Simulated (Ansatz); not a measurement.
```yaml
crystal:
  periodic: [false, false, false]
  atoms:
    - {symbol: Ta, position_ang: [0.000000, 0.000000, 0.000000]}
    - {symbol: O, position_ang: [0.000000, 0.000000, -1.871070]}
    - {symbol: O, position_ang: [0.000000, 0.000000, 1.871070]}
basis:
  gaussian: {orbitals: def2-TZVP}
magnetization: {spin_polarized: true, initial_magnetization: 5}
hamiltonian: {xc: pbe0}
relax: {f_tol: 0.004, max_steps: 80}
```

```sh
$ ansatz run in.yaml --threads 1 --pin off --events-out ev --progress --plain --max-ram 2176MiB
```

Steps of the relaxation (energy above the last step; positions in Å, forces in eV/Å):

```
3
step 1, 133.5 meV
Ta    0.000    0.000    0.000    0.000    0.000    2.856
O     0.000    0.000   -1.871    0.000    0.000   -2.570
O     0.000    0.000    1.871    0.000    0.000   -0.286
```

```
3
step 2, 14.9 meV
Ta    0.000    0.000    0.028    0.000    0.000    1.011
O     0.000    0.000   -1.919    0.000    0.000   -0.568
O     0.000    0.000    1.891    0.000    0.000   -0.443
```

```
3
step 3, 0.5 meV
Ta    0.000    0.000    0.045    0.000    0.000    0.179
O     0.000    0.000   -1.932    0.000    0.000   -0.054
O     0.000    0.000    1.888    0.000    0.000   -0.126
```

```
3
step 5, 0.0 meV
Ta    0.000    0.000    0.048    0.000    0.000    0.000
O     0.000    0.000   -1.933    0.000    0.000    0.000
O     0.000    0.000    1.885    0.000    0.000    0.000
```

Close pairs at the end: Ta1–O3 1.837 Å, Ta1–O2 1.981 Å.

A stationary point of unrestricted PBE0 after 5 steps, with ⟨S²⟩ = 8.759 against 8.75 for a pure state; no frequencies were run, so it isn't proven a minimum. 48 s on 1 thread of Intel Xeon 6975P-C, shared host.
